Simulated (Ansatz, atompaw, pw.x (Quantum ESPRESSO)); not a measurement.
**From atom to crystal: PAW (atompaw) potential for Mg**

atompaw 4.2.0.5 input, output lines left out:

```
Mg 12
GGA-PBESOL scalarrelativistic loggrid 1500 logderivrange -2 5 176
3 3 0 0 0 0
3 0 1.5
3 1 0.5
0 0 0
c
c
v
c
v
2
3.00 2.65 2.90 1.70
y
1.85
n
y
0.55
n
y
0.45
y
1.8
n
custom rrkj gramschmidtortho sinc
bessel
3.00
0.85
3.00
3.00
3.00
3.00
```

Atomic tests: cutoffs needed: 6 Ry and 6 Ry (the cutoffs (Ry, on a coarse ladder) from which the occupation-weighted sum of valence levels, in a spherical-Bessel basis at the reference potential, stays within 10 and 1 mRy of its value at 400 Ry); ghost test: ghost state, extra bound levels that the all-electron valence spectrum of the same l lacks: s at -0.66 eV; a true bound ghost makes a file unfit for plane-wave use (spherical-Bessel basis up to 400 Ry, 20 bohr box); lowest eigenvalue of the overlap operator: 0.34 (s channel).

Crystal test: fcc Mg in pw.x 7.5, no spin, 13³ k-points, Fermi–Dirac smearing 0.01 Ry, cutoffs 40/400 Ry. The reference is all-electron LAPW (Ansatz 0.2.0) with the same functional, mesh and smearing; V0 and B0 come from Birch–Murnaghan fits to the pressures at five volumes. Errors are pseudo minus all-electron; Δ is the rms difference of the E(V) curves that follow from these fits, minima aligned, over ±6 % about the mean V0. Mesh and smearing are coarse, so the numbers serve the comparison and aren't converged zero-temperature values; the lattice is a test structure that the element need not adopt.

```json
{"V (Å³/atom)": "21.593", "P all-electron (GPa)": "2.02", "P pseudo (GPa)": "1.41"}
{"V (Å³/atom)": "22.161", "P all-electron (GPa)": "0.93", "P pseudo (GPa)": "0.34"}
{"V (Å³/atom)": "22.729", "P all-electron (GPa)": "-0.03", "P pseudo (GPa)": "-0.60"}
{"V (Å³/atom)": "23.297", "P all-electron (GPa)": "-0.89", "P pseudo (GPa)": "-1.44"}
{"V (Å³/atom)": "23.865", "P all-electron (GPa)": "-1.64", "P pseudo (GPa)": "-2.17"}
```

All-electron: a0 = 4.495 Å (V0 = 22.71 Å³/atom), B0 = 36.4 GPa.

Pseudopotential: mean pressure error (GPa): -0.57; a0 (Å): 4.472; a0 error (%): -0.52; B0 error (%): +4.0; Δ (meV/atom): 2.8. This is a poor potential for the solid. Note: ghost state, extra bound levels that the all-electron valence spectrum of the same l lacks: s at -0.66 eV. A true bound ghost makes a file unfit for plane-wave use. The logarithmic derivative shows an extra or strongly shifted pseudo pole above the reference energy (s near -0.07 Ry).

Problem. At the middle volume, how do free energy and pressure move when the wave cutoff is lowered (ecutrho held at 400 Ry)?

Solution.

```
cutoff (Ry)  shift of F (meV/atom)  shift of P (GPa)
         18                   +3.6             +0.01
         24                   +2.5             +0.01
         32                   +0.8             -0.00
```

The run at the middle volume (84 k-points, 7 iterations) took about 6.1 s on one core of a shared host (AMD EPYC 9R45 96-Core Processor, 96 threads, 376 GiB, load 68).
